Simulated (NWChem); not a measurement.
**Correlation energy of S (+1)**

SMILES: [S+]
```xyz
1

S      0.0000     0.0000     0.0000
```
Charge +1, spin multiplicity 4.

Everything below was run with NWChem.

Basis set: def2-QZVP. Each correlation energy counts from its own Hartree-Fock reference.

```csv
method,correlation energy (mHa)
CCSD on ROHF,-115.0
CCSD[T] on ROHF,-119.7
SCS-UMP2,-94.3
UMP2,-97.0
CCSD[T] on UHF,-118.8
CCSD(T) on UHF,-118.8
CCSD on UHF,-114.5
CCSD(T) on ROHF,-119.7
```

The values span 25.4 mHa, from CCSD[T] on ROHF (lowest) to SCS-UMP2 (highest). 

The correlated methods keep 5 core orbitals frozen. No SCF solution was tested for a lower state. Open-shell Hartree-Fock references start from PBE0 orbitals. No row is a measurement; the coupled-cluster row has its own basis-set and correlation limits.
